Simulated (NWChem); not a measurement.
System: difluoromethane (CH2F2); SMILES FCF

Input file for NWChem:

```
start job
memory heap 200 mb stack 900 mb global 1100 mb
geometry units angstroms noautoz
  F      1.097610     0.000000    -0.288676
  C      0.000000     0.000000     0.499574
  F     -1.097610     0.000000    -0.288676
  H      0.000000     0.911829     1.103085
  H      0.000000    -0.911829     1.103085
end
basis spherical
  * library def2-svp
end
dft
  xc becke88 lyp
  iterations 150
  mulliken
end
task dft energy
```

Parts of the log:

```
             Northwest Computational Chemistry Package (NWChem) 7.3.0
             --------------------------------------------------------

 C2V symmetry detected

                             Geometry "geometry" -> ""
                             -------------------------

 Output coordinates in angstroms (scale by  1.889725989 to convert to a.u.)

  No.       Tag          Charge          X              Y              Z
 ---- ---------------- ---------- -------------- -------------- --------------
    1 F                    9.0000     1.09761000     0.00000000    -0.28896238
    2 C                    6.0000     0.00000000     0.00000000     0.49928762
    3 F                    9.0000    -1.09761000     0.00000000    -0.28896238
    4 H                    1.0000     0.00000000     0.91182900     1.10279862
    5 H                    1.0000     0.00000000    -0.91182900     1.10279862

 Effective nuclear repulsion energy (a.u.)      77.4731869342

      Symmetry information
      --------------------

 Group name             C2v
 Group number             16
 Group order               4
 No. of unique centers     3

                                 NWChem DFT Module
                                 -----------------

 Summary of "ao basis" -> "ao basis" (spherical)
 ------------------------------------------------------------------------------
       Tag                 Description            Shells   Functions and Types
 ---------------- ------------------------------  ------  ---------------------
 F                          def2-svp                 6       14   3s2p1d
 C                          def2-svp                 6       14   3s2p1d
 H                          def2-svp                 3        5   2s1p

      Symmetry analysis of basis
      --------------------------

        a1         21
        a2          6
        b1         14
        b2         11

            General Information
            -------------------
          SCF calculation type: DFT
          Wavefunction type:  closed shell.
          No. of atoms     :     5
          No. of electrons :    26
           Alpha electrons :    13
            Beta electrons :    13
          Charge           :     0
          Spin multiplicity:     1
          Use of symmetry is: on ; symmetry adaption is: on
          Maximum number of iterations: 150
          AO basis - number of functions:    52
                     number of shells:    24
          Convergence on energy requested:  1.00D-06
          Convergence on density requested:  1.00D-05
          Convergence on gradient requested:  5.00D-04

              XC Information
              --------------
                    Becke 1988 Exchange Functional  1.000
              Lee-Yang-Parr Correlation Functional  1.000

             Grid Information
             ----------------
          Grid used for XC integration:  medium
          Radial quadrature: Mura-Knowles
          Angular quadrature: Lebedev.
          Tag              B.-S. Rad. Rad. Pts. Rad. Cut. Ang. Pts.
          ---              ---------- --------- --------- ---------
          F                   0.50       49           7.0       434
          C                   0.70       49           6.0       434
          H                   0.35       45           7.0       434
          Grid pruning is: on
          Number of quadrature shells:   143
          Spatial weights used:  Erf1

      Superposition of Atomic Density Guess
      -------------------------------------

 Sum of atomic energies:        -237.20839128

      Non-variational initial energy
      ------------------------------

 Total energy =    -238.055974
 1-e energy   =    -483.374115
 2-e energy   =     167.844954
 HOMO         =      -0.391812
 LUMO         =       0.162209

      Symmetry analysis of molecular orbitals - initial
      -------------------------------------------------

  Numbering of irreducible representations:

     1 a1          2 a2          3 b1          4 b2

  Orbital symmetries:

     1 a1          2 b1          3 a1          4 a1          5 b1
     6 a1          7 b1          8 a1          9 b2         10 a2
    11 b1         12 a1         13 b2         14 a1         15 b1
    16 b2         17 a1         18 a1         19 b1         20 b2
    21 a1         22 a1         23 b2

     ---------------------------------------------
      Total Density - Mulliken Population Analysis
     ---------------------------------------------

    Atom       Charge   Shell Charges
 -----------   ------   -------------------------------------------------------
    1 F    9     9.44   1.99  1.14  0.77  3.46  2.07  0.00
    2 C    6     5.15   1.99  0.87  0.21  1.48  0.50  0.09
    3 F    9     9.44   1.99  1.14  0.77  3.46  2.07  0.00
    4 H    1     0.99   0.73  0.24  0.02
    5 H    1     0.99   0.73  0.24  0.02

   convergence    iter        energy       DeltaE   RMS-Dens  Diis-err
 ---------------- ----- ----------------- --------- --------- ---------
 d= 0,ls=0.0,diis     1   -238.6620675101 -3.16D+02  2.63D-02  8.52D-01
 d= 0,ls=0.0,diis     2   -238.5178439380  1.44D-01  1.50D-02  2.66D+00
 d= 0,ls=0.0,diis     3   -238.7551001447 -2.37D-01  2.10D-03  2.54D-02
 d= 0,ls=0.0,diis     4   -238.7563728057 -1.27D-03  1.09D-03  6.43D-03
 d= 0,ls=0.0,diis     5   -238.7569587195 -5.86D-04  1.79D-04  1.01D-04
  Resetting Diis
 d= 0,ls=0.0,diis     6   -238.7569726175 -1.39D-05  3.82D-06  8.29D-08
 d= 0,ls=0.0,diis     7   -238.7569726247 -7.20D-09  1.59D-06  3.97D-09

         Total DFT energy =     -238.756972624736
      One electron energy =     -484.713395600438
           Coulomb energy =      195.548895456452
    Exchange-Corr. energy =      -27.065659414946
 Nuclear repulsion energy =       77.473186934195

 Numeric. integr. density =       26.000000838194

                  Occupations of the irreducible representations
                  ----------------------------------------------

                     irrep           alpha         beta
                     --------     --------     --------
                     a1                6.0          6.0
                     a2                1.0          1.0
                     b1                4.0          4.0
                     b2                2.0          2.0

                       DFT Final Molecular Orbital Analysis
                       ------------------------------------

 Vector   11  Occ=2.000000D+00  E=-3.416703D-01  Symmetry=a1
              MO Center= -5.0D-15,  1.0D-15, -1.1D-01, r^2= 1.8D+00
   Bfn.  Coefficient  Atom+Function         Bfn.  Coefficient  Atom+Function
  ----- ------------  ---------------      ----- ------------  ---------------
     6      0.439758  1 F  pz                34      0.439758  3 F  pz
     9     -0.299979  1 F  pz                37     -0.299979  3 F  pz
    20      0.157153  2 C  pz                43      0.146992  4 H  s
    48      0.146992  5 H  s                  4      0.079142  1 F  px
    32     -0.079142  3 F  px                44      0.073643  4 H  s

 Vector   12  Occ=2.000000D+00  E=-3.264837D-01  Symmetry=b1
              MO Center=  1.1D-14, -2.7D-16, -2.5D-01, r^2= 1.7D+00
   Bfn.  Coefficient  Atom+Function         Bfn.  Coefficient  Atom+Function
  ----- ------------  ---------------      ----- ------------  ---------------
     4      0.390227  1 F  px                32      0.390227  3 F  px
     6      0.300504  1 F  pz                34     -0.300504  3 F  pz
     7     -0.261079  1 F  px                35     -0.261079  3 F  px
     9     -0.191141  1 F  pz                37      0.191141  3 F  pz
    21     -0.118298  2 C  px                 3      0.047406  1 F  s

 Vector   13  Occ=2.000000D+00  E=-2.787828D-01  Symmetry=b2
              MO Center=  1.4D-14,  3.1D-16,  2.2D-01, r^2= 1.9D+00
   Bfn.  Coefficient  Atom+Function         Bfn.  Coefficient  Atom+Function
  ----- ------------  ---------------      ----- ------------  ---------------
     5      0.394770  1 F  py                33      0.394770  3 F  py
    43      0.285181  4 H  s                 48     -0.285181  5 H  s
    19      0.278262  2 C  py                 8     -0.264521  1 F  py
    36     -0.264521  3 F  py                44      0.202291  4 H  s
    49     -0.202291  5 H  s                 22     -0.050786  2 C  py

 Vector   14  Occ=0.000000D+00  E= 5.039434D-02  Symmetry=a1
              MO Center=  2.6D-15, -3.2D-14,  1.2D+00, r^2= 3.6D+00
   Bfn.  Coefficient  Atom+Function         Bfn.  Coefficient  Atom+Function
  ----- ------------  ---------------      ----- ------------  ---------------
    17      1.799776  2 C  s                 44     -1.448773  4 H  s
    49     -1.448773  5 H  s                 23      0.767722  2 C  pz
    20      0.317717  2 C  pz                16      0.280919  2 C  s
    15     -0.118883  2 C  s                 43     -0.072856  4 H  s
    48     -0.072856  5 H  s                  9     -0.065811  1 F  pz

 Vector   15  Occ=0.000000D+00  E= 9.134034D-02  Symmetry=b1
              MO Center= -6.7D-15, -1.0D-16,  6.0D-01, r^2= 1.9D+00
   Bfn.  Coefficient  Atom+Function         Bfn.  Coefficient  Atom+Function
  ----- ------------  ---------------      ----- ------------  ---------------
    21      1.085838  2 C  px                 3     -0.549642  1 F  s
    31      0.549642  3 F  s                 18      0.518481  2 C  px
     9     -0.301899  1 F  pz                37      0.301899  3 F  pz
     6      0.255451  1 F  pz                34     -0.255451  3 F  pz
     7      0.150077  1 F  px                35      0.150077  3 F  px

 Vector   16  Occ=0.000000D+00  E= 9.204735D-02  Symmetry=b2
              MO Center=  2.0D-16,  3.2D-14,  1.3D+00, r^2= 3.5D+00
   Bfn.  Coefficient  Atom+Function         Bfn.  Coefficient  Atom+Function
  ----- ------------  ---------------      ----- ------------  ---------------
    44      1.581406  4 H  s                 49     -1.581406  5 H  s
    22     -1.081752  2 C  py                19     -0.490086  2 C  py
     8      0.124118  1 F  py                36      0.124118  3 F  py
     5     -0.080544  1 F  py                33     -0.080544  3 F  py
    43      0.061326  4 H  s                 48     -0.061326  5 H  s

     ---------------------------------------------
      Total Density - Mulliken Population Analysis
     ---------------------------------------------

    Atom       Charge   Shell Charges
 -----------   ------   -------------------------------------------------------
    1 F    9     9.20   1.99  1.14  0.77  3.36  1.94  0.01
    2 C    6     5.58   1.98  0.93  0.09  1.98  0.48  0.11
    3 F    9     9.20   1.99  1.14  0.77  3.36  1.94  0.01
    4 H    1     1.01   0.77  0.22  0.02
    5 H    1     1.01   0.77  0.22  0.02

     -------------------------------------------
      Total Density - Lowdin Population Analysis
     -------------------------------------------

    Atom       Charge   Shell Charges
 -----------   ------   -------------------------------------------------------
    1 F    9     9.09   1.98  1.02  0.74  3.23  2.11  0.01
    2 C    6     5.80   1.96  0.60  0.31  1.75  0.94  0.25
    3 F    9     9.09   1.98  1.02  0.74  3.23  2.11  0.01
    4 H    1     1.01   0.67  0.27  0.06
    5 H    1     1.01   0.67  0.27  0.06

     Multipole analysis of the density
     ---------------------------------

     L   x y z        total         alpha         beta         nuclear
     -   - - -        -----         -----         ----         -------
     0   0 0 0     -0.000000    -13.000000    -13.000000     26.000000

     1   1 0 0     -0.000000     -0.000000     -0.000000      0.000000
     1   0 1 0     -0.000000     -0.000000     -0.000000      0.000000
     1   0 0 1      0.642762      0.321381      0.321381      0.000000

     2   2 0 0    -13.625933    -45.533051    -45.533051     77.440168
     2   1 1 0      0.000000      0.000000      0.000000      0.000000
     2   1 0 1      0.000000      0.000000      0.000000      0.000000
     2   0 2 0    -11.338094     -8.638145     -8.638145      5.938195
     2   0 1 1     -0.000000     -0.000000     -0.000000      0.000000
     2   0 0 2    -11.284057    -15.339334    -15.339334     19.394611
```

Level: BLYP/def2-SVP. Coordinates come from a PBE0-D3(BJ)/def2-TZVP optimisation.
